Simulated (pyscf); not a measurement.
Thermochemistry of product channels of SiH₂ [singlet] + HCl on the singlet surface, in kcal/mol, from ωB97M-D3(BJ)/def2-TZVP energies (ideal gas, 1 atm, RRHO with modes under 100 cm⁻¹ raised to 100, one conformer, R ln 2 for rigid chiral ones). Single points on ωB97X-D3(BJ)/def2-SVP structures (PySCF, gas phase).

```
products                   ΔE  ΔH(298 K)  ΔG(298 K)  ΔG(600 K)
----------------------  -----  ---------  ---------  ---------
:HSi–Cl [singlet] + H₂  -27.8      -28.3      -27.4      -26.7
H₃Si–Cl                     …      -74.2      -64.0      -53.4
```

Question: Complete the blanks.

Answer: 
- H₃Si–Cl, ΔE: -77.3

These are energies of the channels, which say nothing of barriers.
